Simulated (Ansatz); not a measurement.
Geometry optimisation, RKS PBE/def2-SVP (Ansatz).

input.yaml

```yaml
crystal:
  periodic: [false, false, false]
  atoms:
    - { symbol: C, position_ang: [-0.8315, -1.1171, 0.6756] }
    - { symbol: C, position_ang: [0.1787, -0.2482, -0.0184] }
    - { symbol: "N", position_ang: [1.2364, -1.0068, -0.5781] }
    - { symbol: O, position_ang: [-0.2667, 0.6806, -0.9788] }
    - { symbol: C, position_ang: [-0.0812, 1.7466, -0.095] }
    - { symbol: O, position_ang: [0.6404, 0.8686, 0.7626] }
    - { symbol: H, position_ang: [-0.4361, -1.6342, 1.5092] }
    - { symbol: H, position_ang: [-1.2927, -1.7715, -0.0382] }
    - { symbol: H, position_ang: [-1.6833, -0.4278, 1.1] }
    - { symbol: H, position_ang: [2.03745, -1.03159, 0.07623] }
    - { symbol: H, position_ang: [0.98106, -1.93453, -0.76998] }
    - { symbol: H, position_ang: [-0.9654, 2.1657, 0.4056] }
    - { symbol: H, position_ang: [0.4979, 2.5569, -0.5305] }
basis:
  gaussian: { orbitals: def2-SVP }
hamiltonian:
  xc: pbe
relax:
  f_tol: 0.015
  max_steps: 40
```

Launched with:

```bash
$ ansatz run input.yaml --threads 2 --pin off --max-ram 3072MiB --backend cpu --events-out ev --progress --plain --runs-dir out
```

Problem. Where does it end, and by what steps?

Solution. It converged. After 11 steps the energy has fallen by 0.803 eV; H10 moved furthest, 1.01 Å.

| step | energy less start (eV) | largest force component (eV/Å) | accepted |
| --- | --- | --- | --- |
| 0 | 0.0000 | 3.145 | yes |
| 1 | -0.5182 | 0.973 | yes |
| 2 | -0.5932 | 0.499 | yes |
| 3 | -0.6584 | 0.458 | yes |
| 4 | -0.7159 | 0.479 | yes |
| 5 | -0.7718 | 0.212 | yes |
| 6 | -0.7913 | 0.367 | yes |
| 7 | -0.8014 | 0.061 | yes |
| 8 | -0.8015 | 0.065 | yes |
| 9 | -0.8024 | 0.034 | yes |
| 10 | -0.8025 | 0.022 | yes |
| 11 | -0.8025 | 0.008 | yes |

```xyz
13
Properties=species:S:1:pos:R:3
C -0.975 -1.102 0.619
C 0.152 -0.298 -0.015
N 1.144 -1.127 -0.566
O -0.309 0.686 -0.969
C 0.004 1.686 -0.006
O 0.617 0.773 0.888
H -0.595 -1.697 1.474
H -1.423 -1.786 -0.128
H -1.757 -0.417 0.995
H 1.982 -0.601 -0.831
H 1.391 -1.921 0.032
H -0.910 2.175 0.423
H 0.695 2.475 -0.395
```

Whether the end is a true minimum wasn't checked by a vibrational analysis.

Time of the run: 21 s on 2 threads of Intel(R) Xeon(R) Platinum 8488C (Sapphire Rapids) (shared host), peak memory 0.17 GiB.
